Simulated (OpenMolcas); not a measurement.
# How methods differ on CH3Al (SMILES C[Al])

The species is CH3Al (5 atoms), meant as a singlet with charge 0. As SMILES, `C[Al]`. The coordinates come from a PBE0-D4/def2-TZVP relaxation.

```
atom    x (Å)    y (Å)    z (Å)
   C  -0.1312  -0.0575   0.0540
  Al   1.5727   0.6892  -0.6472
   H  -0.2307  -1.1275  -0.1718
   H  -0.2051   0.0499   1.1443
   H  -1.0056   0.4458  -0.3793
```

Quantity: the dipole moment, in D. The values are calculated.

| level | kind | program | value (D) | CPU time |
| --- | --- | --- | --- | --- |
| SVWN5/cc-pVTZ | LDA | OpenMolcas | 0.81 | 33 s |
| PBE/cc-pVTZ | GGA | OpenMolcas | 0.81 | 32 s |
| M06-L/cc-pVTZ | meta-GGA | OpenMolcas | 0.86 | 68 s |
| TPSS/cc-pVTZ | meta-GGA | OpenMolcas | 0.86 | 68 s |
| r2SCAN/cc-pVTZ | meta-GGA | OpenMolcas | ? | 64 s |
| B3LYP/cc-pVTZ | global hybrid | OpenMolcas | 0.65 | 35 s |
| BHLYP/cc-pVTZ | global hybrid | OpenMolcas | ? | 38 s |
| PBE0/cc-pVTZ | global hybrid | OpenMolcas | 0.82 | 37 s |

Task: Estimate what the levels marked ? give.

Result: As computed at these levels: r2SCAN/cc-pVTZ: 0.89 D; BHLYP/cc-pVTZ: 0.66 D. The values span 0.65 to 0.89 D. Magnitudes only: a small dipole may point the other way at some levels. Times are those of the runs behind each value, whatever else they computed, on shared processors of several kinds: orders of magnitude only.
